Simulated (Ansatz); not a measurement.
The parent structure is InAs in the zinc blende structure (space group F-43m, No. 216; a = 6.187 Å).

The values are results of DFT with PBE, PAW potentials and a 420 eV plane-wave cutoff in Ansatz (a first-principles code), no SOC, earlier PAW set, not measurements.

It is then changed as follows: full substitution In → Ga; the structure is relaxed again.

Measured lattice parameter a: InAs 6.047 Å (static lattice; corrected from measurement; as listed in Daniel Mejia-Rodriguez, S. B. Trickey, Phys. Rev. B (2018)); GaAs 5.64 Å (static lattice; corrected from measurement; as listed in Daniel Mejia-Rodriguez, S. B. Trickey, Phys. Rev. B (2018)).

### Question
How well does PBE reproduce the measured shift?

### Answer
With PBE the lattice parameter a moves by -0.441 Å (6.187 → 5.746) against -0.407 Å measured.

Stability against distortions was not tested. All final runs are without spin polarisation.
